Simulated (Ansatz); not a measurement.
in.yaml

```yaml
crystal:
  periodic: [false, false, false]
  atoms:
    - {symbol: N, position_ang: [0.000000, -0.072627, 1.724407]}
    - {symbol: Ge, position_ang: [0.000000, 0.043225, 0.017497]}
    - {symbol: N, position_ang: [0.000000, -0.199986, -1.657810]}
    - {symbol: H, position_ang: [0.000000, 0.673220, -2.186456]}
basis:
  gaussian: {orbitals: cc-pVDZ}
total_charge: 1
magnetization: {spin_polarized: true, initial_magnetization: 2}
hamiltonian: {xc: hf}
accuracy: high
output: {orbitals: {seedname: orbitals}}
```

```sh
$ ansatz run in.yaml --threads 1 --pin off --events-out ev --progress --plain --max-ram 2393MiB
```

Log:

```
1251 factors; integrals over basis functions are off by at most 4.4e-9 eV
mean field evaluation 1: about -59431.7496 eV, gradient 3.8e1 eV
mean field evaluation 2: about -59431.7611 eV, gradient 3.8e1 eV
mean field evaluation 4: about -59438.8967 eV, gradient 5.3e0 eV
mean field evaluation 8: about -59439.2962 eV, gradient 1.1e0 eV
mean field evaluation 16: about -59439.5965 eV, gradient 7.3e-5 eV
mean field evaluation 32: about -59439.1062 eV, gradient 2.0e-1 eV
mean field evaluation 64: about -59439.5609 eV, gradient 2.4e-1 eV
mean field evaluation 96: about -59439.5259 eV, gradient 7.3e-1 eV
mean field evaluation 128: about -59439.4423 eV, gradient 3.0e-1 eV
mean field evaluation 160: about -59438.4708 eV, gradient 5.0e-1 eV
mean field evaluation 192: about -59437.4147 eV, gradient 1.6e0 eV
mean field evaluation 224: about -59437.0698 eV, gradient 1.7e0 eV
mean field evaluation 256: about -59433.8056 eV, gradient 6.7e0 eV
mean field evaluation 288: about -59438.3070 eV, gradient 8.2e0 eV
mean field evaluation 320: about -59438.9612 eV, gradient 1.3e0 eV
mean field -59439.59652841 eV, -2184.3648828133 hartree, gradient 2.3e-8 eV, S^2 2.522306; 9 other end points of the search recorded, 0 dependent functions left out
reference -59439.59652841 eV, -2184.3648828133 hartree; 24, 22 occupied and 36, 38 virtual orbitals, 1251 factors
Total energy: -59439.59652841 eV, -2184.3648828133 hartree
```

Ran on 1 thread of Arm Neoverse V2, shared host: 8.5 s wall, 0.19 GiB peak host memory.
